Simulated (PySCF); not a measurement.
H2N, SMILES [NH2], multiplicity 2. Atoms are numbered in the order given.

```xyz
3

N      0.0000     0.0000    -0.1418
H      0.0000    -0.8063     0.4962
H      0.0000     0.8063     0.4962
```
Charge 0, spin multiplicity 2.

Coordinates come from a B3LYP-D3(BJ)/def2-TZVPD optimisation. The isomer is the one that the SMILES or the coordinates give; other isomers of the formula were not compared.

Calculation: PBE0/pcH-1 (PySCF).

Unrestricted Kohn–Sham, ⟨S²⟩ = 0.753. Hyperfine tensors hold the contact and dipolar terms, without spin-orbit corrections.

Computed hyperfine couplings:
```csv
nucleus,A(iso) (MHz),A(iso) (G),dipolar principal values (MHz)
14N no. 1,26.3,9.4,"-46.3, -44.5, 90.8"
1H no. 2,-66.3,-23.7,"-55.1, -9.5, 64.6"
1H no. 3,-66.3,-23.7,"-55.1, -9.5, 64.6"
```

Q: And the g tensor (effective nuclear charges for spin-orbit coupling, GIAO)? (Estimate from the structure and the level; the computed values follow.)

A: principal values 2.0022, 2.0039, 2.0077; isotropic 2.0046.
